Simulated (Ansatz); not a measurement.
## What a trial cell of CdGa2 relaxes into

Theory: DFT r2SCAN, scalar-relativistic, plane waves, PAW in Ansatz 0.2.0. Cutoff 500 eV, Γ-centred k mesh, Gaussian smearing, no spin polarisation in the final step.

CdGa2 was placed on the sites of a reported Cr2B cell (I4/mcm, No. 140), with Cd in place of B, Ga in place of Cr, at a guessed volume.

```
Cd Ga
1.0
    -3.29987    3.29987    2.74682
     3.29987   -3.29987    2.74682
     3.29987    3.29987   -2.74682
Cd Ga
2 4
Cartesian
  0.0000 0.0000 1.3734
  0.0000 0.0000 4.1202
  1.1022 4.4020 0.0000
  2.1977 1.1022 0.0000
  2.1977 -1.1022 2.7468
  1.1022 2.1977 2.7468
```

Steps on the 4×4×4 mesh (6 atoms). 7 of 7 steps are shown, and the free energy counts from the last. Trial steps that were taken back and renewals of the plane-wave basis can be among the rows.

```tsv
step	ΔF (meV/atom)	V (Å³/atom)	P (GPa)	largest force component (eV/Å)
1	106.9	19.94	4.29	0.463
2	17.3	20.99	-0.58	0.259
3	50.7	20.47	1.73	1.004
4	5.4	20.87	-0.46	0.160
5	2.3	20.64	0.29	0.153
6	0.4	20.70	0.07	0.019
7	0.0	20.70	0.09	0.019
```

A final relaxation ran on a 10×10×10 mesh. The relaxed crystal, I4/mcm (No. 140):

```cif
data_structure
_symmetry_space_group_name_H-M 'I4/mcm'
_symmetry_Int_Tables_number 140
_cell_length_a 6.6528
_cell_length_b 6.6528
_cell_length_c 5.5973
_cell_angle_alpha 90.000
_cell_angle_beta 90.000
_cell_angle_gamma 90.000
_cell_volume 247.73
loop_
_atom_site_label
_atom_site_type_symbol
_atom_site_symmetry_multiplicity
_atom_site_Wyckoff_symbol
_atom_site_fract_x
_atom_site_fract_y
_atom_site_fract_z
_atom_site_occupancy
Cd1 Cd 4 a 0.00000 0.00000 0.25000 1
Ga1 Ga 8 h 0.13808 0.63808 0.00000 1
```

```json
{"Volume per atom": "20.64 Å³", "Density": "6.75 g/cm³", "Energy over the elements": "0.20 eV/atom", "Gap on the 10×10×10 mesh": "0 eV (a metal)"}
```

Energies over the elements count from the elements' standard structures at the same level, with no empirical corrections.

The final run used a 10×10×10 mesh on its 6-atom cell and 0.10 eV smearing. For metals, differences of a few meV/atom aren't resolved.

Symmetry constrained the relaxation, so the result can be a saddle point.